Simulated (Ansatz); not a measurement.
Relaxation of BH$_{8}$NSi (11 atoms, charge 0, multiplicity 1), to a largest force component of 0.03 eV/Å in at most 50 steps.

These are results of Ansatz 0.2.0, RKS PBE-D4/6-31G*, not measurements.

```xyz
11
Properties=species:S:1:pos:R:3
B 0.153 0.519 -0.306
H -0.119 -0.386 1.897
N 1.346 0.026 -0.848
H 1.430 -0.905 -1.256
H 2.228 0.538 -0.853
H -0.812 -0.202 -0.384
Si 0.065 2.327 0.486
H 0.709 2.409 1.848
H 0.792 3.357 -0.349
H -1.340 2.843 0.658
H -0.028 0.263 2.176
```

Where does it end, and by what steps?

It converged. After 14 steps the energy has fallen by 0.231 eV; H2 moved furthest, 1.04 Å.

```tsv
step	energy less start (eV)	largest force component (eV/Å)	accepted
0	0.0000	1.521	yes
1	-0.1324	0.374	yes
2	-0.1739	0.203	yes
3	-0.1899	0.095	yes
4	-0.1957	0.195	yes
5	-0.2019	0.114	yes
6	-0.2142	0.068	yes
7	-0.2191	0.115	yes
8	-0.2146	0.360	no
9	-0.2249	0.052	yes
10	-0.2280	0.087	yes
11	-0.2297	0.077	yes
12	-0.2304	0.071	yes
13	-0.2309	0.033	yes
14	-0.2311	0.024	yes
```

```xyz
11
Properties=species:S:1:pos:R:3
B 0.252 0.542 -0.393
H -0.326 -0.832 2.814
N 1.323 0.189 -1.219
H 1.435 -0.740 -1.625
H 2.073 0.829 -1.479
H -0.576 -0.307 -0.163
Si 0.123 2.421 0.352
H 0.152 2.437 1.858
H 1.260 3.300 -0.113
H -1.153 3.108 -0.054
H -0.138 -0.160 3.092
```

Whether the end is a true minimum wasn't checked by a vibrational analysis.

Time of the run: 35 s on 1 thread of Arm Neoverse V1, with other jobs on the host, peak memory 0.13 GiB.
